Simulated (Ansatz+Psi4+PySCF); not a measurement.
Values are calculated unless marked as measured or tabulated.
Input for PySCF 2.14.0:

```python
from pyscf import gto, scf, mp

mol = gto.M(atom="""
Mg 0.012610 -0.006090 -0.014280
O -0.004230 -0.002770 1.920650
H 0.770310 -0.016370 2.536180
H -0.780750 -0.014730 2.543510
""", basis={'H': 'cc-pvtz', 'Mg': 'cc-pcvtz', 'O': 'cc-pvtz'}, charge=2, spin=0)
mf = scf.RHF(mol)
mf.kernel()
pt = mp.MP2(mf, frozen=2).run()
print(mf.e_tot, pt.e_corr, pt.e_tot)
```

The script is written out from the run's settings.

Output:

* Converged: yes
* Reference energy: -275.01668 hartree
* Correlation energy: -0.51911 hartree
* Total energy: -275.53580 hartree
* Spin squared of the determinant: 0.000

Caution: no unrestricted run beside it, a lower state can exist; other spin multiplicities were not run.
